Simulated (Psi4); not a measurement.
# triplet B2NH5: levels of theory compared

We compute a comparison of 3 runs (UHF/STO-3G, UB3LYP/6-31G*) of triplet B2NH5. 

The calculation is run with Psi4 1.11.

2 further runs of the same task are left out: 2 set aside as unsound or not needed.

## Step 1: The structure to begin with

B2NH5: 8 atoms, total charge 0, spin state triplet. SMILES of the parent species: `BNB`. The coordinates come from a PBE0-D4/def2-TZVP relaxation. That shape belongs to the parent species and isn't relaxed for this state.

Bond lengths: B1–N2 1.417 Å, N2–B3 1.417 Å, B1–H4 1.194 Å, B1–H5 1.197 Å, N2–H6 1.011 Å, B3–H7 1.197 Å, B3–H8 1.194 Å. Angles: B1–N2–B3 125.8°, B1–N2–H6 117.1°, B3–N2–H6 117.1°, N2–B1–H4 118.5°, N2–B1–H5 119.5°, N2–B3–H7 119.4°, N2–B3–H8 118.5°, H4–B1–H5 122.0°, H7–B3–H8 122.0°.

## Step 2: Energy and gradient at UHF/STO-3G (run 1)

The input, input.dat:

```
memory 1600 mb

molecule mol {
  0 3
  B     -1.56507118     1.23758164    -1.31014712
  N      0.49132879     0.71374956     0.32276522
  B      1.31373760    -1.72135153     1.07279752
  H     -2.73896905    -0.49397441    -2.15447675
  H     -2.07454134     3.38487743    -1.80298770
  H      1.45697884     2.21003470     1.01383807
  H      3.08327714    -1.91656024     2.46722643
  H      0.20730296    -3.52263847     0.28515967
  units bohr
  symmetry c1
}

set globals {
  basis STO-3G
  reference uhf
  puream true
  e_convergence 1e-09
  d_convergence 1e-08
  scf_type pk
  maxiter 100
}

E, wfn = gradient("scf", return_wfn=True)
oeprop(wfn, "MULLIKEN_CHARGES", "QUADRUPOLE", "LOWDIN_CHARGES")
```

Command:

```bash
$ psi4 -n 1 input.dat output.dat
```

output.dat:

```text
[...]
  Running in c1 symmetry.
[...]
  Nuclear repulsion =   58.239730890827737
[...]
  Multiplicity = 3
[...]
  Nalpha       = 12
  Nbeta        = 10
[...]
    Number of basis functions: 20
[...]
   @UHF iter   1:  -105.10016886701581   -2.35959e+00   6.78974e-03 ADIIS/DIIS
[...]
   @UHF iter  20:  -105.13111074602020   -2.70006e-13   6.41667e-09 DIIS
[...]
   @S^2 Observed:                2.154487098E+00
[...]
  @UHF Final Energy:  -105.13111074602020
   => Energetics <=
    Nuclear Repulsion Energy =             58.2397308908277367
    One-Electron Energy =                -257.4649113152269138
    Two-Electron Energy =                  94.0940696783789861
    Total Energy =                       -105.1311107460201981
  UHF NO Occupations:
  HONO-2 :   10  A 1.9239384
  HONO-1 :   11  A 1.0000000
[...]
  -Total Gradient:
     Atom            X                  Y                   Z
    ------   -----------------  -----------------  -----------------
       1       -0.014028269807     0.046323874865    -0.013005850887
       2       -0.010907075312    -0.016967134111    -0.007808437119
       3        0.038759788665    -0.007965238990     0.030704442223
       4        0.006343443023    -0.015780122584     0.005650350075
       5        0.003138527424     0.001655281814     0.002394332320
       6       -0.010434921373    -0.016150557637    -0.007466368297
       7        0.000663804466     0.004232951357     0.000329919424
       8       -0.013535297086     0.004650945287    -0.010798387740
[...]
```

Wall time 1.2 s (1 thread of Intel Xeon 6975P-C (Granite Rapids), shared host); peak memory 0.18 GiB.

## Step 3: Energy and forces at UB3LYP/6-31G(d) (spherical functions) (run 2)

The input, run.py:

```python
import psi4

psi4.set_memory(1600000000)
psi4.set_num_threads(1)
psi4.core.set_output_file('psi4.out', False)

m = psi4.geometry("""
0 3
B     -0.828200     0.654900    -0.693300
N      0.260000     0.377700     0.170800
B      0.695200    -0.910900     0.567700
H     -1.449400    -0.261400    -1.140100
H     -1.097800     1.791200    -0.954100
H      0.771000     1.169500     0.536500
H      1.631600    -1.014200     1.305600
H      0.109700    -1.864100     0.150900
symmetry c1
no_reorient
no_com
""")

options = {'basis': '6-31G*', 'reference': 'uks', 'puream': True, 'e_convergence': 1e-09, 'd_convergence': 1e-08, 'scf_type': 'pk', 'dft_radial_points': 99, 'dft_spherical_points': 590, 'maxiter': 100}
psi4.set_options(options)

energy_value = psi4.gradient("b3lyp")
print('gradient / Eh bohr^-1')
print(energy_value.np.round(6))
```

Command:

```bash
$ python run.py
```

psi4.out:

```text
[...]
  Running in c1 symmetry.
[...]
  Nuclear repulsion =   58.239730875990219
[...]
  Multiplicity = 3
[...]
  Nalpha       = 12
  Nbeta        = 10
[...]
    Number of basis functions: 52
[...]
   @UKS iter   1:  -107.05812665941693   -2.73538e-01   1.30934e-02 DIIS/ADIIS
[...]
   @UKS iter  22:  -107.29351653871196   -3.51008e-12   2.64293e-09 DIIS
[...]
   @S^2 Observed:                2.016618511E+00
[...]
  @UKS Final Energy:  -107.29351653871196
   => Energetics <=
    Nuclear Repulsion Energy =             58.2397308759902188
    One-Electron Energy =                -258.1995489185629822
    Two-Electron Energy =                 106.3125616613217801
    DFT Exchange-Correlation Energy =     -13.6462601574609828
    Empirical Dispersion Energy =           0.0000000000000000
    VV10 Nonlocal Energy =                  0.0000000000000000
    Total Energy =                       -107.2935165387119554
[...]
  -Total Gradient:
     Atom            X                  Y                   Z
    ------   -----------------  -----------------  -----------------
       1       -0.023361584097     0.027654819656    -0.019494358890
       2       -0.013930828812    -0.021658123229    -0.009972194340
       3        0.026149785908    -0.023238048659     0.021488754572
       4        0.016673913782     0.003820943452     0.012896421491
       5        0.008935348440    -0.013520268703     0.007585226141
       6       -0.001776950606    -0.002738056253    -0.001270935858
       7       -0.012281123703     0.008307165463    -0.009975680325
       8       -0.000407343418     0.021373448694    -0.001256359765
[...]
```

The script printed:

```text
gradient / Eh bohr^-1
[[-0.023362  0.027655 -0.019494]
 [-0.013931 -0.021658 -0.009972]
 [ 0.02615  -0.023238  0.021489]
 [ 0.016674  0.003821  0.012896]
 [ 0.008935 -0.01352   0.007585]
 [-0.001777 -0.002738 -0.001271]
 [-0.012281  0.008307 -0.009976]
 [-0.000407  0.021373 -0.001256]]
```

Run time: 21 s. Hardware: 1 thread of Intel Xeon 6975P-C (Granite Rapids), shared host; peak memory 0.89 GiB.

## Step 4: Energy and gradient at UB3LYP/6-31G(d) (Cartesian functions) (run 3)

The input, b2h5n.dat:

```
memory 1600 MB

molecule system {
  0 3
  B     -0.828200     0.654900    -0.693300
  N      0.260000     0.377700     0.170800
  B      0.695200    -0.910900     0.567700
  H     -1.449400    -0.261400    -1.140100
  H     -1.097800     1.791200    -0.954100
  H      0.771000     1.169500     0.536500
  H      1.631600    -1.014200     1.305600
  H      0.109700    -1.864100     0.150900
  symmetry c1
}

set globals {
  reference            uks
  puream               false
  e_convergence        1e-09
  d_convergence        1e-08
  scf_type             pk
  dft_radial_points    99
  dft_spherical_points 590
  maxiter              100
}

e, wfn = gradient('b3lyp/6-31G*', return_wfn=True)
print_variables()
```

Command:

```bash
$ psi4 b2h5n.dat b2h5n.out -n 1
```

b2h5n.out:

```text
[...]
  Running in c1 symmetry.
[...]
  Nuclear repulsion =   58.239730875990219
[...]
  Multiplicity = 3
[...]
  Nalpha       = 12
  Nbeta        = 10
[...]
    Number of basis functions: 55
[...]
   @UKS iter   1:  -107.05965702662684   -2.73773e-01   1.25697e-02 ADIIS/DIIS
[...]
   @UKS iter  22:  -107.29560013722129   -5.34328e-12   4.12454e-09 DIIS
[...]
   @S^2 Observed:                2.016658811E+00
[...]
  @UKS Final Energy:  -107.29560013722129
   => Energetics <=
    Nuclear Repulsion Energy =             58.2397308759902188
    One-Electron Energy =                -258.1730234909433079
    Two-Electron Energy =                 106.2635115941387340
    DFT Exchange-Correlation Energy =     -13.6258191164069409
    Empirical Dispersion Energy =           0.0000000000000000
    VV10 Nonlocal Energy =                  0.0000000000000000
    Total Energy =                       -107.2956001372212853
[...]
  -Total Gradient:
     Atom            X                  Y                   Z
    ------   -----------------  -----------------  -----------------
       1       -0.023574447432     0.027673502316    -0.019661878757
       2       -0.013787603957    -0.021435994246    -0.009869720248
       3        0.026207349371    -0.023497485016     0.021545149689
       4        0.016677022570     0.003835779065     0.012898219998
       5        0.008942383152    -0.013521581605     0.007590805849
       6       -0.001783500952    -0.002748219773    -0.001275624827
       7       -0.012283548762     0.008315595966    -0.009977958629
       8       -0.000396444392     0.021380271472    -0.001248125719
[...]
```

Run time: 22 s. Hardware: 1 thread of Intel Xeon 6975P-C (Granite Rapids), shared host; peak memory 0.93 GiB.

## Step 5: All runs side by side

```csv
run,level,integration grid,Cartesian functions,energy (Eh),dipole moment (D),HOMO energy (eV),⟨S²⟩,wall time
1,UHF/STO-3G,–,no,-105.131111,1.64,-3.47,2.154,1.2 s
2,UB3LYP/6-31G* (spherical functions),99 radial × 590 angular,no,-107.293517,1.42,-3.12,2.017,21 s
3,UB3LYP/6-31G* (Cartesian functions),99 radial × 590 angular,yes,-107.295600,1.41,-3.12,2.017,22 s
```

## Step 6: Summary of results

| quantity | value |
| --- | --- |
| run 3: total energy | -107.29560 Eh |
| run 3: dipole moment | 1.41 D |
| run 3: HOMO energy (highest over α and β) | -3.12 eV |
| run 3: ⟨S²⟩ | 2.017 |
| run 3: largest force on an atom | 2.125 eV/Å |

The dipole moment (its size) runs from 1.41 D (UB3LYP/6-31G*) to 1.64 D (UHF/STO-3G). The two ends differ in method and basis. In run 1 the basis is minimal, so the values are rough. Spin contamination of the reference: run 1 ⟨S²⟩ = 2.15. All runs together took 44 s, the longest 22 s.
